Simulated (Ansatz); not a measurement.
## Ansatz (development build ahead of 0.2.0) run

```yaml
crystal:
  periodic: [false, false, false]
  atoms:
    - { symbol: "N", position_ang: [0.0, 0.0, 0.0] }
    - { symbol: O, position_ang: [0.0, 1.06779, 0.45325] }
    - { symbol: O, position_ang: [0.0, -1.06779, 0.45325] }
basis:
  gaussian: { orbitals: cc-pVTZ }
magnetization:
  initial_magnetization: 1
hamiltonian:
  xc: hf
correlation:
  method: ccsd_t
  frozen_orbitals: { "N": 1, O: 1 }
output:
  forces: true
```

The input is written out in the form of the current development build from the run's settings. Correlation on restricted open-shell orbitals is semicanonical, with singles.

Output:

```
Converged                       : yes
Reference energy                : -204.10693 hartree
CCSD correlation energy         : -0.65430 hartree
Triples correction              : -0.03410 hartree
Total energy                    : -204.79534 hartree
Spin squared of the determinant : 0.750
```

Forces (eV/Å):
```json
{"atom": "N1", "Fx": "0.000", "Fy": "0.000", "Fz": "-2.413"}
{"atom": "O2", "Fx": "0.000", "Fy": "3.505", "Fz": "1.207"}
{"atom": "O3", "Fx": "0.000", "Fy": "-3.505", "Fz": "1.207"}
```
